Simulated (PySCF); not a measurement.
## Identify the compound

The spectra below were simulated for a compound C2H4F2.

¹H NMR (300 MHz, computed): δ 5.84 (tq, J = 64.1, 5.1 Hz, 1H), 1.42 (td, J = 20.2, 5.1 Hz, 3H).

¹³C{¹H} NMR (computed): δ 117.4 (CH, t, J = 299.5 Hz), 22.5 (CH3, t, J = 23.6 Hz).

Gas phase, rapidly exchanging positions averaged, single conformer, non-relativistic Hamiltonian. J: B3LYP/pcJ-1; PBE0-D3(BJ)/def2-SVP structure; NMR shieldings at PBE0/pcSseg-1/GIAO; PySCF.

Referencing at the same level of theory: TMS for ¹H (σ = 31.27 ppm) and ¹³C (σ = 184.41 ppm).

Task: Propose a structure and justify it.

Result: 
The formula gives 0 degrees of unsaturation. 2 carbon signals for 2 carbons: no two carbons are equivalent. Carbon types of the structure: 1 × CH, 1 × CH3, which accounts for all hydrogens. δC 117.4: sp3 CH bonded to 2 F; 2 electronegative neighbours deshield it. δC 22.5: methyl carbon; aliphatic region, no heteroatom directly attached. δH 5.84: hydrogen on an sp3 CH bonded to 2 F; its carbon carries F, which withdraws density. δH 1.42: hydrogen on a methyl carbon. The protons at 1.42 and 5.84 share a coupling of 5.1 Hz (vicinal).

Structure: `CC(F)F`.

Common functionals overestimate the size of one-bond C–F couplings by tens of Hz; these are unscaled. Splittings below 1 Hz are ignored in the labels, and close J values are merged. Unscaled 3J(H,H) at this level run about 10 % above measured values. Shifts are as computed. Against solution values, carbons near 30 ppm lie about +2 ppm off and those near 130 ppm about +5 ppm. Of 1211 compounds with measured shifts, 218 miss one by over three times the rms of a fit or turn the order of signals round; such compounds aren't used in these exercises.
